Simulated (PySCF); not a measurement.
Molecule: `C/C=C1\C[C@H]1O`, C₅H₈O.

Geometry (Å), atoms numbered from 1 in this order:
```xyz
14

C     2.400   -0.278   -0.151
C     1.152    0.489   -0.440
C    -0.071   -0.030   -0.453
C    -0.927   -1.198   -0.188
C    -1.513    0.172   -0.535
O    -2.211    0.935    0.387
H     2.183   -1.338    0.044
H     3.106   -0.218   -0.997
H     2.928    0.134    0.725
H     1.260    1.558   -0.660
H    -1.020   -1.541    0.850
H    -1.011   -1.998   -0.933
H    -1.973    0.253   -1.527
H    -1.617    1.130    1.119
```

Geometry PBE0-D3(BJ)/def2-SVP throughout; GIAO in PySCF, gas phase, one conformer, non-relativistic; equivalent atoms averaged; functional PBE0.

For orientation, def2-SVP gives these absolute shieldings σ: C3 64.1, C5 147.9, C1 176.2, C4 181.9, H10 25.17, H13 27.83, H7/H8/H9 29.60, H11 30.75, H14 32.42 ppm.

A run gave: C3 69.5, C5 148.2, C1 175.6, C4 181.3, H10 25.68, H13 28.14, H7/H8/H9 30.18, H11 31.15, H14 32.90 ppm (absolute shieldings σ).

Q: Which basis set was used in that run?
A. def2-TZVP
B. 6-31G*
C. pcSseg-1
D. STO-3G
E. 6-311+G(2d,p)

A: B. C3 tells them apart best: 6-31G* gives 69.5, def2-TZVP gives 50.3, pcSseg-1 gives 48.2, 6-311+G(2d,p) gives 51.1, STO-3G gives 125.7 ppm.
